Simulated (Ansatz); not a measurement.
Coupled-cluster run, B₂H₄O (`BBO`).

```yaml
crystal:
  periodic: [false, false, false]
  atoms:
    - {symbol: B, position_ang: [-1.002971, 0.182913, -0.642538]}
    - {symbol: B, position_ang: [0.324573, 0.033139, 0.360837]}
    - {symbol: O, position_ang: [1.391762, -0.754733, 0.073514]}
    - {symbol: H, position_ang: [-1.975391, -0.508287, -0.516977]}
    - {symbol: H, position_ang: [-1.080944, 1.050077, -1.467807]}
    - {symbol: H, position_ang: [0.330014, 0.663048, 1.398386]}
    - {symbol: H, position_ang: [2.074156, -0.734258, 0.748986]}
basis:
  gaussian: {orbitals: def2-TZVPP}
correlation: {method: ccsd_t}
output: {orbitals: {seedname: orbitals}}
```

```sh
$ ansatz run in.yaml --threads 2 --pin off --events-out ev --progress --plain --max-ram 4352MiB
```

The program prints (abridged):

```
Functional definition: HF
893 factors; integrals over basis functions are off by at most 1.0e-3 eV
mean field evaluation 1: about -3442.9775 eV, gradient 3.3e1 eV
mean field evaluation 2: about -3442.9776 eV, gradient 3.3e1 eV
mean field evaluation 4: about -3445.3875 eV, gradient 3.1e0 eV
mean field evaluation 8: about -3445.4255 eV, gradient 5.6e-4 eV
mean field -3445.42548228 eV, -126.6170510804 hartree, gradient 1.1e-6 eV, S^2 0.000000; 0 other end points of the search recorded, 0 dependent functions left out
3 core orbitals not correlated: weight in the atoms' cores, before any rotation towards them, 1.000 or more for the frozen orbitals, at most 0.000 for the correlated occupied ones
reference -3445.42548228 eV, -126.6170510804 hartree; 8, 8 occupied and 138, 138 virtual orbitals, 893 factors
second order -11.94678366 eV of doubles, -0.00000000 eV of singles
cycle   1  -12.39034249 eV  change   -4.4e-1 eV  update   7.8e-2
cycle   2  -12.71555577 eV  change   -3.3e-1 eV  update   2.4e-2
cycle   3  -12.79190738 eV  change   -7.6e-2 eV  update   1.3e-2
cycle   4  -12.78265028 eV  change    9.3e-3 eV  update   3.7e-3
cycle   5  -12.78291452 eV  change   -2.6e-4 eV  update   1.7e-3
cycle   6  -12.78303470 eV  change   -1.2e-4 eV  update   5.3e-4
cycle   7  -12.78280967 eV  change    2.3e-4 eV  update   2.2e-4
cycle   8  -12.78284297 eV  change   -3.3e-5 eV  update   1.1e-4
cycle   9  -12.78288184 eV  change   -3.9e-5 eV  update   5.4e-5
cycle  10  -12.78285039 eV  change    3.1e-5 eV  update   2.2e-5
cycle  11  -12.78286291 eV  change   -1.3e-5 eV  update   8.0e-6
perturbative correction -0.42365164 eV, -0.0155689104 hartree
Total energy: -3458.63199682 eV, -127.1023815383 hartree
```

Hardware: 2 threads of an Arm Neoverse V2 on a shared host. Wall time 12 s, peak host memory 0.97 GiB.

MP2 recovers 90.5 % of the CCSD(T) correlation energy and the triples give 3.2 %; T1 = 0.0133.
